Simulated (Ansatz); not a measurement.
A nudged elastic band was laid between two geometries of H$_{3}$S$_{2}$Si (6 atoms, charge 0, multiplicity 2).

The calculation used UKS BHLYP-D4/def2-SVP in Ansatz 0.2.0.

| Item | Value |
| --- | --- |
| movable images | 5 |
| climbing image | yes |
| spring | 5.0 eV/Å² |
| optimiser | quadratic models (default) |
| start path | through a guess of the saddle point |
| force threshold | 0.05 eV/Å |
| iteration limit | 60 |
| end points | relaxed |

First end point:

```xyz
6
Properties=species:S:1:pos:R:3
Si -0.542 -0.437 -1.076
S -0.844 -0.082 1.023
S 1.082 -0.525 1.730
H -1.836 -0.089 -1.718
H 0.557 0.414 -1.601
H 1.582 0.719 1.642
```

Last end point:

```xyz
6
Properties=species:S:1:pos:R:3
Si -0.209 -0.631 -1.224
S -0.158 0.531 1.795
S 0.322 -1.243 0.765
H -1.642 -0.270 -1.322
H 0.645 0.485 -1.698
H 1.042 1.127 1.684
```

Which bonds break or form, and what moves?

Bonds broken: Si1–S2, S3–H6. Bonds formed: Si1–S3, S2–H6.

Give the energies along the band, and the barrier.

The run converged. The highest image is number 3 of 0 to 6, 2.28 eV above the first end and 2.24 eV above the last; the last end lies 0.03 eV above the first. A vibrational analysis at the climbing image gives one clearly imaginary mode, 1114i cm⁻¹: a first-order saddle point.

```csv
image,path coordinate (Å),energy (eV),Si1–S2 (Å),S3–H6 (Å),Si1–S3 (Å)
0,0.00,0.00,2.15,1.34,3.24
1,0.46,0.25,2.14,1.33,2.98
2,0.91,1.32,2.15,1.39,2.87
3,1.37,2.28,2.21,1.77,2.84
4,2.05,1.37,2.33,2.46,2.58
5,2.72,0.31,2.86,2.57,2.21
6,3.40,0.03,3.24,2.64,2.15
```

What is the geometry of the highest image?


```xyz
6
Properties=species:S:1:pos:R:3:forces:R:3
Si -0.392 -0.415 -0.855 -0.01 -0.03 0.00
S -0.549 0.437 1.179 0.01 0.02 0.02
S 1.189 -0.989 1.439 0.02 -0.01 0.00
H -1.734 -0.170 -1.463 0.01 0.01 -0.01
H 0.635 0.404 -1.536 0.00 0.01 -0.01
H 0.850 0.734 1.236 -0.02 0.00 0.00
```

What are the harmonic wavenumbers there?

1114i, 91, 218, 376, 465, 600, 710, 754, 941, 2102, 2198, 2296 cm⁻¹.

Time of the run: 100 s on 2 threads of Arm Neoverse V2 (shared host), peak memory 0.19 GiB.
